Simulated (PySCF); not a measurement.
ozone (O3), SMILES [O-][O+]=O.

Geometry optimised at PBE0-D3(BJ)/def2-TZVP. The molecule may have multireference character, which single-reference levels describe poorly.

These are PySCF with PBE0-D3(BJ)/def2-TZVP values and carry that method's errors.

No scaling factor is applied to the harmonic values.

```
mode  ν (cm⁻¹)  IR (km/mol)  Raman (Å⁴/amu)  depolarisation  moving atoms (share of kinetic energy)
----  --------  -----------  --------------  --------------  --------------------------------------
1          780          8.1             5.3            0.45                                 O 100 %
2         1304        253.6             4.2            0.75                                 O 100 %
3         1326          0.2            16.2            0.16                                 O 100 %
```
